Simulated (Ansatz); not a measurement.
This geometry of CH$_{8}$AlN (11 atoms, charge 0, multiplicity 1) is a first-order saddle point.

These are results of Ansatz, RKS r2SCAN/def2-SVP, not measurements.

```xyz
11
Properties=species:S:1:pos:R:3
C 1.237 0.351 -0.581
N 0.385 -0.007 0.583
Al -1.596 -0.358 0.124
H 2.048 -0.379 -0.708
H 0.631 0.362 -1.498
H 1.681 1.346 -0.446
H 0.410 0.730 1.291
H 0.744 -0.841 1.052
H -2.149 -0.701 1.594
H -1.977 1.072 -0.502
H -1.413 -1.576 -0.908
```

Task: Which two structures does it join? (They come from a converged band through this point; their orientation in space is the band's.)

Result: No bond is made or broken. The dihedral H6–C1–N2–Al3 goes from 59 to 180°. The two ends are copies of one structure, up to a mirror image or an exchange of like atoms.

First end point:

```xyz
11
Properties=species:S:1:pos:R:3
C 1.260 0.109 -0.619
N 0.398 -0.206 0.537
Al -1.620 0.054 0.201
H 2.329 -0.040 -0.398
H 0.968 -0.532 -1.462
H 1.089 1.154 -0.912
H 0.659 0.371 1.342
H 0.545 -1.174 0.837
H -2.181 -0.384 1.643
H -1.627 1.623 -0.152
H -1.819 -0.975 -1.018
```

Last end point:

```xyz
11
Properties=species:S:1:pos:R:3
C 1.224 0.431 -0.546
N 0.371 0.037 0.592
Al -1.561 -0.475 0.082
H 1.268 -0.403 -1.259
H 0.761 1.288 -1.054
H 2.245 0.699 -0.232
H 0.323 0.795 1.279
H 0.786 -0.755 1.090
H -2.131 -0.821 1.544
H -2.030 0.909 -0.589
H -1.256 -1.705 -0.907
```

Task: How far does it lie above each of them?

Result: 2.6 kcal/mol above the first and 2.6 kcal/mol above the second. This is the barrier of this one path; another mechanism may lie lower.

The run took 44 s on 2 threads of INTEL(R) XEON(R) PLATINUM 8581C CPU @ 2.10GHz (Emerald Rapids), with other jobs on the host, peak memory 0.15 GiB.
